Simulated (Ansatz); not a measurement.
Input for Ansatz (development build ahead of 0.2.0):

```yaml
crystal:
  periodic: [false, false, false]
  atoms:
    - { symbol: C, position_ang: [-0.00527, -0.32103, -2.53881] }
    - { symbol: C, position_ang: [0.00197, 0.51834, -1.2871] }
    - { symbol: C, position_ang: [-0.00498, -0.32067, 0.00394] }
    - { symbol: C, position_ang: [-0.00993, 0.51832, 1.27764] }
    - { symbol: C, position_ang: [0.00917, -0.3171, 2.54436] }
    - { symbol: H, position_ang: [0.00358, 0.303, -3.44372] }
    - { symbol: H, position_ang: [0.89391, -0.97428, -2.59001] }
    - { symbol: H, position_ang: [-0.89658, -0.97398, -2.59389] }
    - { symbol: H, position_ang: [-0.87679, 1.19472, -1.27671] }
    - { symbol: H, position_ang: [0.88579, 1.18205, -1.26705] }
    - { symbol: H, position_ang: [0.89, -0.98478, -0.00062] }
    - { symbol: H, position_ang: [-0.88827, -0.98777, 0.0028] }
    - { symbol: H, position_ang: [-0.88307, 1.17824, 1.28017] }
    - { symbol: H, position_ang: [0.87965, 1.1839, 1.28405] }
    - { symbol: H, position_ang: [0.00317, 0.30495, 3.4584] }
    - { symbol: H, position_ang: [-0.89158, -0.97213, 2.60621] }
    - { symbol: H, position_ang: [0.89349, -0.96547, 2.60217] }
basis:
  gaussian: { orbitals: STO-3G }
hamiltonian:
  xc: hf
correlation:
  method: mp2
  frozen_orbitals: { C: 1, H: 0 }
```

The input is written out in the form of the current development build from the run's settings.

Output:

| Property | Result |
| --- | --- |
| Converged | yes |
| Reference energy | -194.04083 hartree |
| Correlation energy | -0.26359 hartree |
| Total energy | -194.30443 hartree |
| Spin squared of the determinant | 0.000 |
